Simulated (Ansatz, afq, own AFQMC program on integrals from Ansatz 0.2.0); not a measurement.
# Where AFQMC and coupled cluster stand for GaBPH, singlet

```xyz
4

Ga    0.0000   -0.2748    2.2912
B     0.0000   -0.2972    0.0627
P     0.0000   -0.3214   -1.6468
H     0.0000    0.8934   -0.7071
```

Connectivity, by distances: Ga–B–P, 1 bridging H.

Basis cc-pVDZ. Only valence electrons are correlated. Ansatz 0.2.0 and our own AFQMC program on the same integrals; the CISD trial comes from CCSD amplitudes, and released means the phaseless constraint is let go. ± is one standard error of the sampling. No spin–orbit coupling.

Determinant: UHF, the one that the program's search chose, which needn't be the lowest solution. The geometry is a PBE0/def2-TZVP stationary point of this or a neighbouring charge and spin state.

No full CI on the walks' own integrals is used here; CCSDT(Q) serves as the reference and is uncertain by about the last step of the cluster series.

Cautions: no relativity below Rb; no spin-orbit coupling; inner d shell frozen; higher spins were not checked; the determinant is a saddle point among determinants of its kind; raised T1 diagnostic (T1 0.021, weight of the determinant 0.82, largest double 0.08).

```
T1 diagnostic                               : 0.0207
weight of the determinant in the CISD state : 0.817
⟨S²⟩ of the determinant                     : 0.000
size of the correlated space                : 12 electrons in 44 orbitals
```

Reference: CCSDT(Q), correlation energy -7.899 eV. The released energy is read at 2.40 1/Eh (meV from the phaseless value at times in 1/Eh: 2 ± 21 at 0.24, 5 ± 20 at 0.51, 28 ± 19 at 0.99, 33 ± 27 at 1.62, -45 ± 29 at 2.40).

```
         level  E − E(reference) (kcal/mol)  share of correlation (%)
            HF                       182.15                      0.00
           MP2                        32.19                     82.33
          CCSD                         9.59                     94.74
       CCSD(T)                         1.33                     99.27
         CCSDT                         0.65                     99.64
   ph-AFQMC/HF                  1.14 ± 1.30                     99.38
 ph-AFQMC/CISD                  0.04 ± 0.49                     99.98
released AFQMC                 -0.99 ± 0.67                    100.54
```

Released energies are given only where the last usable release times agree within the noise; a slower fall can still hide under it.
